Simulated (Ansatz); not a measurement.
Rock-salt MgS, treated with PBE-D4 in Ansatz (PAW).

Settings: plane-wave cutoff 520 eV, 12×12×12 k mesh, Fermi–Dirac smearing 0.01 eV, scalar-relativistic PAW data made under PBE.

Cell (relaxed at this level):

Space group Fm-3m (No. 225); a = b = c = 5.1712 Å, α = β = γ = 90.00°

| atom | site | symmetry | x | y | z |
|---|---|---|---|---|---|
| Mg | 4a | m-3m | 0.0000 | 0.0000 | 0.0000 |
| S | 4b | m-3m | 0.5000 | 0.5000 | 0.5000 |
(The calculation used a cell of 2 atoms; values per cell refer to that cell.)

Task: What does this level give for the band gap, smallest direct gap on the k points sampled and width of the whole s-p valence band?

Result: 
- band gap = 2.83 eV (indirect)
- smallest direct gap on the k points sampled = 3.87 eV
- width of the whole s-p valence band = 12.77 eV

Computed values are for the static lattice.

Ansatz is an electronic-structure program.
